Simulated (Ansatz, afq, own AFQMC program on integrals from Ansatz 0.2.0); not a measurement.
# Where AFQMC and coupled cluster stand for H₂Br, doublet

```yaml
atoms:
  - { symbol: H, position_ang: [0.0000, 0.0000, -1.1420] }
  - { symbol: H, position_ang: [0.0000, 0.0000, -0.3070] }
  - { symbol: Br, position_ang: [0.0000, 0.0000, 1.4490] }
```

Basis cc-pVTZ. Only valence electrons are correlated. AFQMC by an in-house program on the Cholesky factors that Ansatz 0.2.0 writes for its CCSD(T) run. The CISD trial takes its coefficients from CCSD amplitudes. Released means that phaseless walkers are propagated on without the constraint, phases kept. Uncertainties: one standard error, sampling alone. No spin–orbit coupling.

Determinant: UHF, the one that the program's search chose, which needn't be the lowest solution. The geometry is a point of a scan.

No full CI on the walks' own integrals is used here; CCSDT(Q) serves as the reference and is uncertain by about the last step of the cluster series.

Cautions: no relativity below Rb; no spin-orbit coupling; inner d shell frozen.

The T1 diagnostic is 0.0128 and the weight of the determinant in the CISD state is 0.910. The ⟨S²⟩ of the determinant is 0.782 and the size of the correlated space is 9 electrons in 57 orbitals.

Reference: CCSDT(Q), correlation energy -5.745 eV. The released energy is read at 2.40 1/Eh (meV from the phaseless value at times in 1/Eh: -2.5 ± 1.6 at 0.24, -6.1 ± 1.7 at 0.51, -6.9 ± 1.6 at 0.99, -9.4 ± 1.7 at 1.62, -11.0 ± 2.4 at 2.40).

```json
{"level": "HF", "E − E(reference) (kcal/mol)": "132.49", "share of correlation (%)": "0.00"}
{"level": "MP2", "E − E(reference) (kcal/mol)": "21.04", "share of correlation (%)": "84.12"}
{"level": "CCSD", "E − E(reference) (kcal/mol)": "4.41", "share of correlation (%)": "96.67"}
{"level": "CCSD(T)", "E − E(reference) (kcal/mol)": "0.55", "share of correlation (%)": "99.59"}
{"level": "CCSDT", "E − E(reference) (kcal/mol)": "0.12", "share of correlation (%)": "99.91"}
{"level": "ph-AFQMC/CISD", "E − E(reference) (kcal/mol)": "0.17 ± 0.05", "share of correlation (%)": "99.87"}
{"level": "released AFQMC", "E − E(reference) (kcal/mol)": "-0.09 ± 0.06", "share of correlation (%)": "100.07"}
```

A walk keeps the symmetry of its determinant, which the program's search chose and which needn't be the lowest solution, so a lower state of the same spin and another symmetry isn't excluded. Released energies are given only where the last usable release times agree within the noise; a slower fall can still hide under it.
